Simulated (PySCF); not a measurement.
Which functional comes closest?

Molecule: SMILES CP(C)(C)=O, C3H9OP.

Atoms are numbered as in `[CH3:1][P:2]([CH3:3])([CH3:4])=[O:5]`. Each H is labelled by its parent atom.

Geometry PBE0-D3(BJ)/def2-SVP throughout; GIAO in PySCF 2.14.0 with density-fitted response routines, gas phase, one conformer, non-relativistic; equivalent atoms averaged; basis pcSseg-1.

Reference values (measured; solution, CDCl3; B. Maryasin, H. Zipse, Phys. Chem. Chem. Phys. 13 (2011) 5150): δ(P2) = 39.3 ppm vs 85 % H3PO4. Computed shifts are taken against H3PO4, calculated as an isolated molecule at each level.

Task: How do the functionals HF, LDA, PBE, BLYP, BP86, OPBE, KT2, KT3, B97-D, B3LYP, PBE0, mPW1PW91 perform against the reference? Times are CPU seconds on 1 thread of an AMD EPYC 7B13, shared host; the GGAs took longer than the global hybrids here, which isn't the general rule, and the cause wasn't traced.

Result: 
```
functional           kind    P2  abs. error P  core-s
        HF   Hartree–Fock   8.0          31.3     4.4
       LDA            LDA  -3.3          42.6      13
       PBE            GGA  -1.6          40.9      16
      BLYP            GGA   2.8          36.5      15
      BP86            GGA  -0.2          39.5      15
      OPBE            GGA  -1.4          40.7      16
       KT2            GGA  -3.0          42.3      16
       KT3            GGA   0.5          38.8      16
     B97-D            GGA   4.2          35.1      16
     B3LYP  global hybrid   3.4          35.9       9
      PBE0  global hybrid  -0.5          39.8     8.8
  mPW1PW91  global hybrid   0.2          39.1     8.9
```

For ³¹P the closest is HF (31.3 ppm) and the furthest LDA (42.6 ppm). One molecule is a small sample, and vibrational and solvent effects are absent from the calculation.
